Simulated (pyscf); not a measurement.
PySCF, gas phase, ωB97X-D3(BJ)/def2-SVP geometries. MP2 and CC: frozen core, UHF for open shells. ΔMP2 is the change of the MP2 total energy from the triple- to the quadruple-zeta basis.

Task: How much does it cost (ΔH, 298 K, CCSD(T)/def2-TZVPP + ΔMP2(QZVPP)) to split O=Sn(OH)–F (SMILES [O]=[Sn]([OH])[F]) at its F–Sn bond into [O=Sn–OH]• + F•?

Result: F–Sn to [O=Sn–OH]• + F•: 97.0 kcal/mol. The radicals are drawn with the spin at the cut bond; how far it spreads was not checked. Other isomers of [O=Sn–OH]• were not searched in full and may lie lower. The CCSD(T) − MP2 part came from Ansatz, without density fitting, on the same reference. The frozen core leaves the outer d or s,p core shells of the metals and heavy elements correlated in the MP2 and CC values, and def2-TZVPP describes them poorly, which can shift differences by a few kcal/mol. Left out: the spin-orbit lowering of F. Elements past Kr carry the def2 core potentials, without spin-orbit coupling.
